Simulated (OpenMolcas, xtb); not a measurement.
## How methods differ on SiH3OF (SMILES O[SiH2]F)

SiH3OF: 6 atoms, total charge 0, spin state singlet. SMILES: `O[SiH2]F`. Geometry: relaxed at PBE0-D4/def2-TZVP. This is one conformer, not always the lowest.

```xyz
6

O    -0.8535   -0.2092   -0.9241
Si    0.3783   -0.0093    0.1239
F     0.1808   -0.9228    1.4178
H    -1.7142    0.1502   -0.7056
H     1.5956   -0.4585   -0.5758
H     0.4551    1.3856    0.6176
```

Each level gives the dipole moment (D). The values are calculated.

| level | kind | program | value (D) | CPU time |
| --- | --- | --- | --- | --- |
| GFN2-xTB | semi-empirical | xtb | 1.85 | under 2 s |
| HF/aug-cc-pVDZ | Hartree–Fock | OpenMolcas | 1.72 | 12 s |
| SVWN5/aug-cc-pVDZ | LDA | OpenMolcas | 1.58 | 28 s |
| PBE/aug-cc-pVDZ | GGA | OpenMolcas | 1.53 | 37 s |
| M06-L/aug-cc-pVDZ | meta-GGA | OpenMolcas | 1.57 | 55 s |
| B3LYP/aug-cc-pVDZ | global hybrid | OpenMolcas | 1.59 | 34 s |

The values span 1.53 to 1.85 D. Times are those of the runs behind each value, whatever else they computed, on shared processors of several kinds: orders of magnitude only.
